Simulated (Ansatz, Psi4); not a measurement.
## Worked example: the enthalpy of formation of S2O (Disulfur monoxide)

S2O has 3 atoms, charge 0, and is taken as a singlet. As SMILES, `O=S=S`. The shape is that of a PBE0-D4/def2-TZVP optimisation.

```xyz
3

O     0.4516    1.2040    0.4932
S     0.5291   -0.2055    0.1489
S    -0.9807   -0.9985   -0.6421
```

Total energies at B3LYP/6-31G* (Cartesian functions) (Psi4 1.11); the atoms run unrestricted:

| species | state | energy (Eh) |
| --- | --- | --- |
| S2O | singlet | -871.553213 |
| O | triplet | -75.060621 |
| S | triplet | -398.104991 |

Harmonic wavenumbers at PBE0-D4/def2-TZVP, in cm⁻¹: 394, 723, 1241.

Measured heats of formation of the gaseous atoms at 298.15 K, in kJ/mol: O 249.2, S 277.0. Spin-orbit lowering of the atoms at 298 K (mean of the ground term's levels less their thermal mean, from spectra), in kJ/mol: O 0.40, S 1.88. Take 1 Eh = 2625.50 kJ/mol, 1 cm⁻¹ = 0.0119627 kJ/mol, RT = 2.479 kJ/mol.

Task: What heat of formation follows?

Result: 
1. Electronic atomisation energy: (-75.060621) + 2 × (-398.104991) − (-871.553213) = 0.282610 Eh = 742.0 kJ/mol.
2. Zero-point energy: half the sum of the wavenumbers, 1179 cm⁻¹ = 14.1 kJ/mol.
3. Thermal vibrational enthalpy, Σ hcν̃/(exp(hcν̃/kT) − 1): 1.1 kJ/mol. Translation, rotation and pV of a non-linear molecule: 4 RT = 9.9 kJ/mol.
4. The 3 free atoms carry 5/2 RT each: 18.6 kJ/mol.
5. Spin-orbit coupling lowers the free atoms by 0.40 + 2 × 1.88 = 4.2 kJ/mol.
6. Atomisation enthalpy at 298 K: 742.0 − 4.2 − 14.1 − 1.1 − 9.9 + 18.6 = 731.3 kJ/mol.
7. Sum of the atoms' heats of formation: 803.2 kJ/mol. Heat of formation: 803.2 − 731.3 = +71.9 kJ/mol.

The tabulated value is -56.5 kJ/mol (NIST-JANAF tables), so this level is off by +128.4 kJ/mol, or 14.9 % of the atomisation enthalpy that the table implies (859.7 kJ/mol). Anharmonicity and any spin-orbit splitting of the molecule are left out.
